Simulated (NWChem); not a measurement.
# MP2/6-31G(d,p) (spherical functions) run of C2H2S (SMILES C#CS)

What is the vertical ionisation energy of C2H2S at MP2/6-31G** (spherical functions)? 

The results are computed with NWChem 7.3.0.

**1. Starting point**

C2H2S: 5 atoms, total charge 0, spin state singlet. SMILES: `C#CS`. The coordinates come from a PBE0-D4/def2-TZVP relaxation.

Bond lengths: C1–C2 1.204 Å, C2–S3 1.679 Å, C1–H4 1.064 Å, S3–H5 1.346 Å. Angles: C1–C2–S3 175.2°, C2–C1–H4 179.3°, C2–S3–H5 96.7°.

**2. A single-point energy at MP2/6-31G(d,p) (spherical functions)**

File mol.nw:

```
start mol
title "C2H2S energy"
memory total 2200 mb
charge 0
geometry units angstroms noautosym nocenter noautoz
 C    -1.196800   -0.342000    0.001900
 C     0.000700   -0.223700    0.026100
 S     1.678900   -0.197600    0.083400
 H    -2.256800   -0.433400   -0.021800
 H     1.823900    1.123100   -0.131000
end
basis spherical bse
 * library 6-31G**
end
scf
 thresh 1e-08
 maxiter 80
 print low
end
mp2
 freeze core 7
 tight
end
task mp2 energy
```

Run with:

```console
$ nwchem mol.nw > mol.out
```

Output, cut to the lines that bear on the results:

```text
[...]
  functions       =    56
[...]
  wavefunction    = RHF
[...]
         Total SCF energy =   -474.330944314066
      One-electron energy =   -809.279199206316
      Two-electron energy =    255.948867594217
 Nuclear repulsion energy =     78.999387298033
        Time for solution =      8.0s
[...]
          Total MP2 energy          -474.707227566324
[...]
```

Wall time 9.9 s (1 thread of Intel Xeon Platinum 8259CL at 2.50GHz (Skylake/Cascade Lake), shared host); peak memory 0.12 GiB.

**3. The doublet cation, same level**

File a.xyz:

```xyz
5

C     -1.196800    -0.342000     0.001900
C      0.000700    -0.223700     0.026100
S      1.678900    -0.197600     0.083400
H     -2.256800    -0.433400    -0.021800
H      1.823900     1.123100    -0.131000
```

File a.nw:

```
start a
memory total 2200 mb
charge 1

geometry units angstroms noautosym nocenter noautoz
  load a.xyz
end

basis spherical bse
  * library 6-31G**
end

scf
  nopen 1
  uhf
  thresh 1e-08
  maxiter 80
  print low
end

mp2
  freeze core 7
  tight
end

task mp2 energy
```

Run with:

```console
$ nwchem a.nw > a.out
```

Output, cut to the lines that bear on the results:

```text
[...]
  functions       =    56
[...]
  wavefunction    = UHF
[...]
         Total SCF energy =   -474.024463396327
      One electron energy =   -800.673156206985
      Two electron energy =    247.649305512626
 Nuclear repulsion energy =     78.999387298033
                       Sz =      0.5000
                 Sz(Sz+1) =      0.7500
                      S^2 =      0.8954
[...]
          Total MP2 energy          -474.364915460433
[...]
```

Run time: 22 s. Hardware: 1 thread of Intel Xeon Platinum 8259CL at 2.50GHz (Skylake/Cascade Lake), shared host; peak memory 0.12 GiB.

**4. What came out**

At MP2/6-31G** (spherical functions), 7 core orbitals frozen:

```
                                                   quantity          value
                                singlet C2H2S: total energy  -474.70723 Eh
 singlet C2H2S: correlation energy (7 core orbitals frozen)     -376.3 mEh
                               doublet cation: total energy  -474.36492 Eh
doublet cation: correlation energy (7 core orbitals frozen)     -340.5 mEh
          doublet cation: ⟨S²⟩ of the reference determinant          0.895
         vertical ionisation energy (to the doublet cation)       9.315 eV
```

The vertical ionisation energy comes to 9.31 eV (899 kJ/mol). ⟨S²⟩ (doublet cation) is 0.90 where a pure doublet has 0.75: the reference is spin-contaminated.
